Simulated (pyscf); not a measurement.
PySCF, gas phase, ωB97X-D3(BJ)/def2-SVP geometries.

Q: Cl–Cu + SiH₄ → CuH + H₃Si–Cl
Surface: singlet. Broken: Cl–Cu, H–Si. Formed: Cu–H, Cl–Si. Give ΔE‡ and ΔE from ωB97M-D3(BJ)/def2-TZVP, relative to the separated reactants.

A: ΔE‡ = 6.9 kcal/mol, ΔE = +7.7 kcal/mol. Zero-point energy shifts the barrier by +0.5 kcal/mol. It is a four-centre exchange, with an imaginary mode of 198i cm⁻¹. On the reactant side the descent ends in an adduct with a Cu–Si, Cu–H contact, 25.7 kcal/mol under the separated species and 28.1 kcal/mol under the saddle at ωB97X-D3(BJ)/def2-TZVP. On the product side the descent ends in an adduct with a Cl–Cu contact, 19.3 kcal/mol under the separated species and 11.8 kcal/mol under the saddle at ωB97X-D3(BJ)/def2-TZVP. At ωB97M-D3(BJ) the saddle lies under the separated products, which points to a path from their complex (located at ωB97X-D3(BJ) alone), and parting the products costs more than the saddle. What is counted as formed (Cu–H) is already present as a longer contact in the reactant adduct; forming that adduct is a step of its own. What is counted as broken (Cl–Cu) persists as a longer contact in the product adduct; parting that adduct is a step of its own. At ωB97X-D3(BJ)/def2-TZVP the barrier from the zero used here is 2.4 kcal/mol. This is the saddle that the search found; another between the same sides may lie lower.
